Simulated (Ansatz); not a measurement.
# AlCl− (doublet): from Hartree-Fock to the top rungs, aug-cc-pVTZ

How much of the correlation energy of AlCl− (doublet) does each wave-function method recover here?

Computed with Ansatz 0.2.0, Gaussian basis. Level: aug-cc-pVTZ, core rule «outside noble gas», up to 10 orbitals frozen.

Plan: UHF; CCSD(T) on ROHF; CCSD(T) on UHF; BCCD(T) on ROHF; CCSDT(Q) on ROHF; CCSDT(Q) on UHF.

12 further runs of the same task are left out: 8 for a known fault of the program, 4 set aside as unsound or not needed.

### Step 1. The geometry

The geometry is a PBE0/def2-TZVPD stationary point (not a proven minimum).

2 atoms, charge -1, spin multiplicity 2.

Atoms are counted from 1 here; the program's logs count them from 0.

Bond lengths: Al1–Cl2 2.304 Å.

### Step 2. UHF

in.yaml reads:

```yaml
crystal:
  periodic: [false, false, false]
  atoms:
    - {symbol: Al, position_ang: [0.000000, 0.000000, 0.000000]}
    - {symbol: Cl, position_ang: [0.000000, 0.000000, 2.303900]}
basis:
  gaussian: {orbitals: aug-cc-pVTZ}
total_charge: -1
magnetization: {spin_polarized: true, initial_magnetization: 1}
hamiltonian: {xc: hf}
output: {orbitals: {seedname: orbitals}}
```

Started as:

```bash
$ ansatz run in.yaml --threads 1 --pin off --events-out ev --progress --plain --max-ram 4096MiB --backend cpu
```

After this run come: CCSD(T) on ROHF; CCSD(T) on UHF; BCCD(T) on ROHF; CCSDT(Q) on ROHF; CCSDT(Q) on UHF.

Q: Predict the results of all the runs planned. Wanted: UCCSDT(Q) from the RHF energy; RMP2 from UCCSDT(Q); UMP2 from UCCSDT(Q); RCCSD from UCCSDT(Q); RCCSD(T) from UCCSDT(Q); UCCSD(T) from UCCSDT(Q); RCCSDT(Q) from UCCSDT(Q); T1 diagnostic.

The runs gave:

| quantity | value |
| --- | --- |
| UCCSDT(Q) from the ROHF energy | -8.1419 eV |
| RMP2 from UCCSDT(Q) | +106.7 kJ/mol |
| UMP2 from UCCSDT(Q) | +108.7 kJ/mol |
| RCCSD from UCCSDT(Q) | +39.3 kJ/mol |
| RCCSD(T) from UCCSDT(Q) | +4.4 kJ/mol |
| UCCSD(T) from UCCSDT(Q) | +4.4 kJ/mol |
| RCCSDT(Q) from UCCSDT(Q) | +0.1 kJ/mol |
| levels within 1 kcal/mol (43 meV) | RCCSDT, UCCSDT, RCCSDT(Q) |
| T1 diagnostic | 0.023 |

What this shows: RCCSD(T) lands +4.4 kJ/mol from the yardstick (0.6 % of the correlation energy). These misses are within one basis, not against nature; the frozen cores of restricted and unrestricted runs differ, which can shift their rows.
